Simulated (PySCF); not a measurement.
**Worked example: SF⁺, quintet against SF⁺, triplet**

Geometry (PBE0/def2-TZVP stationary point of a triplet), kept for both states (SF⁺, triplet: Σ⁻; SF⁺, quintet: Σ⁻):

```xyz
2

F     0.0000    0.0000    0.0000
S     0.0000    0.0000    1.5040
```

Basis cc-pVDZ; PySCF 2.14.0. Only valence electrons are correlated (noble-gas cores frozen). R marks a restricted (for open shells ROHF) determinant, U an unrestricted one.

Full CI isn't at hand for all of this; RCCSDT serves as the reference. It lacks quadruple excitations, which often exceed the step from CCSD(T) to CCSDT. The frozen core follows each run's orbitals, which can shift R against U totals by a few meV.

```json
{"level": "UHF", "E(SF⁺, triplet) (hartree)": "-496.563812", "E(SF⁺, quintet) (hartree)": "-496.256199"}
{"level": "UMP2", "E(SF⁺, triplet) (hartree)": "-496.841896", "E(SF⁺, quintet) (hartree)": "-496.500668"}
{"level": "UCCSD(T)", "E(SF⁺, triplet) (hartree)": "-496.866266", "E(SF⁺, quintet) (hartree)": "-496.525230"}
{"level": "PBE", "E(SF⁺, triplet) (hartree)": "-497.324352", "E(SF⁺, quintet) (hartree)": "-496.981854"}
{"level": "B3LYP", "E(SF⁺, triplet) (hartree)": "-497.597185", "E(SF⁺, quintet) (hartree)": "-497.247133"}
{"level": "RCCSDT", "E(SF⁺, triplet) (hartree)": "-496.866981", "E(SF⁺, quintet) (hartree)": "-496.525935"}
```

Task: Give the vertical gap, SF⁺ quintet less SF⁺ triplet, at each level in eV (1 hartree = 27.2114 eV), and each error against RCCSDT.

Result: RCCSDT: (-496.525935 − (-496.866981)) × 27.2114 = 9.280 eV (the reference)
B3LYP: (-497.247133 − (-497.597185)) × 27.2114 = 9.525 eV, error 0.245 eV
PBE: (-496.981854 − (-497.324352)) × 27.2114 = 9.320 eV, error 0.040 eV
UCCSD(T): (-496.525230 − (-496.866266)) × 27.2114 = 9.280 eV, error 0.000 eV
UMP2: (-496.500668 − (-496.841896)) × 27.2114 = 9.285 eV, error 0.005 eV
UHF: (-496.256199 − (-496.563812)) × 27.2114 = 8.371 eV, error -0.909 eV

Total energies of functionals can't be set beside those of wave-function methods, since they hold the core's correlation and their own absolute errors; only the differences compare.

In so small a basis the reference is far from its limit while semilocal and hybrid functionals are nearer theirs, so the functionals' errors here hold much of the reference's basis and frozen-core error, which can add to them or hide them.

Each level lands on the state that its own search finds. T1 diagnostics of restricted CCSD: 0.027 and 0.026.
